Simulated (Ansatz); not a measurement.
Basis-set series for C4H6F2 (`C/C(=C/F)CF`). Total charge 0; spin multiplicity 1. The structure was optimised at the PBE0-D4/def2-TZVP level. It is one conformer, not always the lowest.

Cartesian coordinates in Å:
```
C 0.891 -0.802 -0.755
C -0.178 -0.079 -0.004
C -1.435 -0.492 -0.049
F -2.427 0.127 0.606
C 0.225 1.107 0.803
F 0.888 2.026 -0.001
H 1.661 -1.175 -0.073
H 1.384 -0.128 -1.460
H 0.489 -1.649 -1.312
H -1.786 -1.357 -0.599
H 0.925 0.815 1.595
H -0.636 1.607 1.249
```

| functional | basis | functions | energy (Eh) | HOMO (eV) | LUMO (eV) |
| --- | --- | --- | --- | --- | --- |
| PBE0-D4 | def2-SVP | 114 | -355.04951 | -7.34 | 0.28 |
| PBE0-D4 | def2-TZVPP | 270 | -355.46535 | -7.43 | 0.05 |
| ωB97M-V | def2-SVP | 114 | -355.28516 | -9.56 | 2.49 |
| ωB97M-V | def2-TZVPP | 270 | -355.71518 | -9.67 | 2.15 |

(1) Give the rows for def2-QZVPP. (Best estimate.)

Answers

(1) Ansatz gave: 
```csv
functional,basis,functions,energy (Eh),HOMO (eV),LUMO (eV)
PBE0-D4,def2-QZVPP,522,-355.48419,-7.46,-0.05
ωB97M-V,def2-QZVPP,522,-355.73326,-9.70,1.73
```

Positive LUMOs are unbound and depend on the basis.
